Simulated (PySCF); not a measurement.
BCl2OH, optimised at PBE0/def2-TZVP:

```xyz
5

O      0.1428     0.2357    -1.5093
B      0.3838    -0.2511    -0.2836
Cl    -0.3182    -1.7850     0.1651
Cl     1.3878     0.6243     0.8697
H      0.5665     1.0835    -1.6738
```

Computed with PySCF (xtb for GFN2) and rigid-rotor harmonic-oscillator thermochemistry at 1 bar. 6-31G* has spherical d functions here. All species are closed-shell singlets. B3LYP is the form with VWN-RPA correlation. BCl2OH: computed as isolated molecules; such fragments, hydroxides, amides, oligomers or adducts are transient or little studied in the gas.

### Question
List the harmonic frequencies (cm⁻¹, unscaled) at this level and at the other levels, each on its own geometry.

### Answer
- PBE0/def2-TZVP: 265, 355, 507, 565, 583, 866, 1128, 1382, 3870
- B3LYP/6-31G*: 269, 359, 504, 557, 586, 861, 1137, 1386, 3760
- GFN2-xTB: 236, 316, 425, 495, 572, 684, 956, 1256, 3577
- HF/6-31G*: 286, 384, 534, 589, 618, 922, 1217, 1467, 4089
- PBE/def2-SVP: 260, 348, 486, 551, 565, 843, 1096, 1359, 3726
